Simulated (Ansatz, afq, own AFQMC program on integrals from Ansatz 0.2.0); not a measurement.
## CH$_{2}$N, doublet in cc-pVDZ, levels against CCSDT(Q)

```
atom   x (Å)    y (Å)    z (Å)
   N  0.0000  -0.1372   0.4370
   C  0.0000   0.1548  -0.4933
   H  0.0000   0.5701   1.1717
   H  0.0000  -0.5088  -1.3667
```

Connectivity, by distances: NH–CH.

Basis cc-pVDZ. Only valence electrons are correlated. Ansatz 0.2.0 and our own AFQMC program on the same integrals; the CISD trial comes from CCSD amplitudes, and released means the phaseless constraint is let go. Uncertainties: one standard error, sampling alone.

Determinant: UHF, the one that the program's search chose, which needn't be the lowest solution. The geometry is a point of a scan.

No full CI on the walks' own integrals is used here; CCSDT(Q) serves as the reference and is uncertain by about the last step of the cluster series.

* T1 diagnostic: 0.0137
* weight of the determinant in the CISD state: 0.908
* ⟨S²⟩ of the determinant: 0.760
* size of the correlated space: 11 electrons in 36 orbitals

```tsv
level	correlation energy (eV)
MP2	-6.9598
CCSD	-7.5100
CCSD(T)	-7.7176
```

Q: Estimate where AFQMC with the constraint released lies against CCSD(T) on the same integrals.

A: 3.3 ± 2.0 kJ/mol below CCSD(T). The gap is under twice the noise, so this walk alone can't tell the two apart.

Reference: CCSDT(Q), correlation energy -7.745 eV. The released energy is read at 2.40 1/Eh (meV from the phaseless value at times in 1/Eh: 5 ± 12 at 0.24, 0 ± 11 at 0.51, 6 ± 10 at 0.99, -8 ± 15 at 1.62, -4 ± 21 at 2.40).

```tsv
level	E − E(reference) (kJ/mol)	share of correlation (%)
CCSD(T)	2.7	99.64
CCSDT	1.4	99.81
ph-AFQMC/CISD	-0.3 ± 1.3	100.03
released AFQMC	-0.6 ± 2.0	100.08
```

A walk keeps the symmetry of its determinant, which the program's search chose and which needn't be the lowest solution, so a lower state of the same spin and another symmetry isn't excluded. Released energies are given only where the last usable release times agree within the noise; a slower fall can still hide under it.
